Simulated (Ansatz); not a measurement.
This script drives the Ansatz DFT code, driven from Python.

The script, `freq_c2h4f2o.py`:
```python
"""Harmonic frequencies of C2H4F2O at its relaxed geometry."""

import ansatz as az
import numpy as np

GEOMETRY = """
C    -0.52060   -0.41580   -0.97590
O     0.66270    0.11370   -0.49340
C     0.54490    0.41660    0.87370
F     0.32560   -0.70380    1.55500
F     1.81130    0.78030    1.28870
H    -1.36530    0.38000   -0.83430
H    -0.43710   -0.54410   -2.05790
H    -0.79460   -1.30160   -0.51540
H    -0.13850    1.22840    1.14250
"""

system = az.Crystal.molecule()
for line in GEOMETRY.strip().splitlines():
    symbol, *xyz = line.split()
    system = system.atom(symbol, [float(v) for v in xyz])

setup = system.calculation()
setup = setup.basis(gaussian="cc-pVDZ")
setup = setup.functional("pbe0", dispersion="d4")
symbols = [site.symbol for site in system.cartesian_sites]
start = np.array([site.position_ang for site in system.cartesian_sites], dtype=float)
report = setup.relax(force_tolerance=0.003).run(threads=1).report
end = np.array(report["positions_ang"])

print("final positions (A) and the move of each atom")
for symbol, xyz, old in zip(symbols, end, start):
    print(f"{symbol:2s} {xyz[0]:10.5f} {xyz[1]:10.5f} {xyz[2]:10.5f}   {np.linalg.norm(xyz - old):7.4f}")

# frequencies need a stationary point, so they are taken at the relaxed geometry
minimum = az.Crystal.molecule()
for symbol, place in zip(symbols, end):
    minimum = minimum.atom(symbol, place.tolist())
vibrating = (
    minimum.calculation()
    .basis(gaussian="cc-pVDZ")  # the orbital basis, by name
    .functional("pbe0", dispersion="d4")
    .phonons(temperatures=(298.15, 498.15, 100))
)
vib = vibrating.run(threads=1).report["vibrations"]
sums = vib["harmonic_sums"]
modes = [m["omega_inv_cm"] for m in sums["modes_at_gamma"] if m["rigid_motion"] == "no"]
for number, w in enumerate(modes, start=1):
    print(f"mode {number:2d} {w:9.1f} 1/cm {w / 8065.544 * 1000:8.2f} meV")
print("imaginary modes:", sum(w < 0 for w in modes), " zero-point energy:", round(sums["zero_point_energy_ev"], 4), "eV")
print("T (K)   F_vib (eV)   S_vib (meV/K)   C_vib (meV/K)")
for row in zip(sums["temperatures_k"], sums["vibrational_free_energy_ev"], vib["entropy_ev_per_k"], vib["heat_capacity_ev_per_k"]):
    print(f"{row[0]:6.1f} {row[1]:11.4f} {1000 * row[2]:13.4f} {1000 * row[3]:15.4f}")
```

It is started by `python freq_c2h4f2o.py`. Estimate its wall time and peak memory on 1 thread of Arm Neoverse V1 (shared host).

It took about 2.8 min, with a peak of 0.25 GiB, for 2 runs of the engine.

```console
$ python freq_c2h4f2o.py
final positions (A) and the move of each atom
C    -0.55560   -0.36061   -0.98502    0.0660
O     0.68082    0.06086   -0.43946    0.0777
C     0.60459    0.38438    0.87295    0.0678
F     0.37390   -0.72109    1.63428    0.0944
F     1.79517    0.88092    1.22986    0.1177
H    -1.33310    0.41517   -0.85998    0.0542
H    -0.38437   -0.52601   -2.05490    0.0558
H    -0.90009   -1.29688   -0.51833    0.1056
H    -0.19292    1.11695    1.10359    0.1300
mode  1     110.3 1/cm    13.68 meV
mode  2     168.7 1/cm    20.91 meV
mode  3     290.9 1/cm    36.06 meV
mode  4     484.0 1/cm    60.01 meV
mode  5     551.7 1/cm    68.40 meV
mode  6     671.7 1/cm    83.28 meV
mode  7    1067.0 1/cm   132.30 meV
mode  8    1109.9 1/cm   137.61 meV
mode  9    1158.1 1/cm   143.59 meV
mode 10    1166.6 1/cm   144.64 meV
mode 11    1209.9 1/cm   150.01 meV
mode 12    1268.7 1/cm   157.30 meV
mode 13    1379.3 1/cm   171.01 meV
mode 14    1399.3 1/cm   173.49 meV
mode 15    1459.1 1/cm   180.91 meV
mode 16    1469.0 1/cm   182.13 meV
mode 17    1484.0 1/cm   184.00 meV
mode 18    3030.4 1/cm   375.73 meV
mode 19    3049.4 1/cm   378.08 meV
mode 20    3120.9 1/cm   386.95 meV
mode 21    3190.6 1/cm   395.59 meV
imaginary modes: 0  zero-point energy: 1.7878 eV
T (K)   F_vib (eV)   S_vib (meV/K)   C_vib (meV/K)
 298.1      1.7366        0.3963          0.4637
 398.1      1.6891        0.5545          0.6384
 498.1      1.6256        0.7155          0.8006
```

The frequencies are harmonic and unscaled, in a modest basis. The result belongs to the one conformer reached from this start, and soft torsions count as harmonic oscillators.
